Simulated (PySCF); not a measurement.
**The bond of NaLi, level by level**

Aim: find the lowest electronic state of NaLi, scan its bond at several levels of theory, and get bond length, wavenumber and dissociation energy from each curve.

Program: PySCF 2.14.0. Level of theory: Na jorge-DZP-DKH, Li jorge-DZP-DKH, spin-free X2C with a Gaussian nucleus. These are calculated values, not measurements.

### Step 1. The job

A driver script around PySCF takes these settings:

```yaml
atoms: Na, Li
charge: 0
basis: Na jorge-DZP-DKH, Li jorge-DZP-DKH
Hamiltonian: spin-free X2C with a Gaussian nucleus
basis_functions: 39
electrons_treated: 14
masses_in_u: 22.9898, 7.0160
levels: PBE0, PBE, r²SCAN, MN15, B2PLYP, PW91, HF, MP2, SCS-MP2, CCSD, CCSD(T)
grid: 80 radial by 434 angular points
occupations: held fixed by the projection of orbital angular momentum
dissociation_limit: Na + Li, each in its ground configuration
starting_distance_in_angstrom: 2.860
values_of_2S_to_try: 0, 2
```

Launch:

```sh
> OMP_NUM_THREADS=1 python dia.py task.json out
```

The runs that follow: First curve: PBE0; Other states along the same grid; PBE (GGA); r²SCAN (meta-GGA); MN15; B2PLYP; PW91; RHF (mean field); Correlated methods on the Hartree–Fock reference.

What does the calculation give? Wanted: for each run, Re; ωe; De; μ.

The runs gave:

Lowest PBE0 solution found, without spin–orbit coupling: ¹Σ⁺ (singlet), closed shell. State 3 has its PBE0 minimum 1.39 eV higher. The other levels ran on the lowest alone.

| level | Re (Å) | ωe (cm⁻¹) | De (eV) | μ (D) |
| --- | --- | --- | --- | --- |
| RHF | 2.994 | 249.3 | 0.058 | -0.68 |
| RHF-MP2 | 2.950 | 249.8 | 0.59 | n/a |
| RHF-SCS-MP2 | 2.952 | 249.1 | 0.68 | n/a |
| RHF-CCSD | 2.929 | 249.1 | 0.85 | n/a |
| RHF-CCSD(T) | 2.927 | 248.7 | 0.86 | n/a |
| PBE | 2.916 | 246.7 | 0.80 | -0.23 |
| PW91 | 2.915 | 246.9 | 0.84 | -0.30 |
| r²SCAN | 2.949 | 247.4 | 0.69 | -0.27 |
| PBE0 | 2.917 | 253.0 | 0.74 | -0.38 |
| MN15 | 2.770 | 294.8 | 1.04 | 0.73 |
| B2PLYP | 2.901 | 253.4 | 0.78 | -0.23 |

De is counted to Na + Li in their ground configurations. A positive dipole means Na(−)Li(+).

What this shows: The methods spread over 0.224 Å in bond length, from MN15 to RHF. CCSD(T) can't serve as the judge here: for a weak bond in this basis it is far from its limit. Among the levels with a De in the table, it runs from 0.058 eV (RHF) to 1.04 eV (MN15).

Correlated steps freeze 1 core orbital. B2PLYP dipoles, levels and charges come from its SCF part alone.
